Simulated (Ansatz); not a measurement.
The first iterations of a band of BH3O + FH (7 atoms, charge 0, multiplicity 1).

Theory: Ansatz, RKS BLYP-D4/def2-mTZVP.

```
movable images  : 7
climbing image  : yes
spring          : 5.0 eV/Å²
optimiser       : quadratic models (default)
start path      : through a guess of the saddle point
force threshold : 0.05 eV/Å
iteration limit : 60
end points      : relaxed
```

Image 0:

```xyz
7
Properties=species:S:1:pos:R:3
B -0.334 -0.494 -0.253
H -0.761 0.191 0.656
O 0.939 -0.352 -0.690
H 1.451 0.336 -0.210
H -1.035 -1.306 -0.777
F 1.226 1.709 1.306
H 0.339 1.367 1.359
```

Image 8:

```xyz
7
Properties=species:S:1:pos:R:3
B 0.388 0.223 -0.747
H -0.839 0.598 2.813
O 1.616 -0.340 -0.577
H 1.633 -1.292 -0.791
H -0.574 -0.379 -1.126
F 0.274 1.533 -0.473
H -0.674 1.106 2.291
```

| iteration | highest image above the first end (eV) | largest band force component (eV/Å) |
| --- | --- | --- |
| 1 | 20.748 | 131.499 |
| 2 | 3.109 | 21.232 |
| 3 | 1.715 | 14.558 |
| 4 | 1.406 | 3.792 |
| 5 | 1.199 | 1.936 |
| 6 | 1.734 | 6.123 |
| 7 | 1.229 | 5.255 |
| 8 | 0.820 | 8.596 |
| 9 | 0.511 | 1.479 |
| 10 | 0.462 | 1.060 |
| 11 | 0.742 | 2.819 |
| 12 | 1.031 | 1.106 |

Problem. Does the band converge within its limit, and where does its top end?

Solution. It converged. It ended after 38 iterations with the highest image 1.050 eV above the first end. The profile has 2 maxima (images 3, 6) with wells between them (image 5): this band takes more than one step, which may be the mechanism or a detour left from its start path. A structure lower than the last end lies on the path between it and the top, so the climb from that side starts below the end, which may itself be a saddle point or a shallow side well. Neighbouring images differ by up to 2.3 eV, so the band resolves the path poorly. A vibrational analysis at the climbing image gives one clearly imaginary mode, 1148i cm⁻¹: a first-order saddle point. The orbitals stay closed-shell, which can raise the energy where a bond breaks towards radicals; this wasn't checked here.

Run time: 5.5 min on 1 thread of Arm Neoverse V2, on a shared host, peak memory 0.12 GiB.
